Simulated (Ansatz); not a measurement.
C5H8 can be A, `CC1=CC1C`, or B, `C=C1CC1C`.

Gas-phase electronic energies from Ansatz, PBE0-D4/def2-TZVP geometries. CCSD(T)/CBS adds triple-zeta CCSD(T) − MP2 to the extrapolated MP2 energy (def2 sets, frozen cores). DFT in def2-TZVPP. B3LYP here is the variant with VWN-RPA as its local correlation; programs differ in this.

(1) Which isomer does CCSD(T)/CBS put lower? Give the gap. (Estimate.)

(2) Give E(B) − E(A) in kJ/mol with B3LYP, MP2/def2-TZVPP, B3LYP-D4, CCSD/def2-TZVPP, r2SCAN-D4, HF/def2-TZVPP, PBE-D4. (Best estimate.)

Largest T1 diagnostic: 0.010.

## Answers

(1) Computed: B, by 47.2 kJ/mol.

(2) Ansatz gave: B3LYP -49.5, MP2/def2-TZVPP -44.0, B3LYP-D4 -50.4, CCSD/def2-TZVPP -49.4, r2SCAN-D4 -50.9, HF/def2-TZVPP -51.6, PBE-D4 -48.2. None reverses the order clearly.

In def2-TZVPP, CCSD(T) changes the Hartree–Fock value by +3.0 kJ/mol (the triples alone add +0.8 kJ/mol) and MP2 by +7.6 kJ/mol.
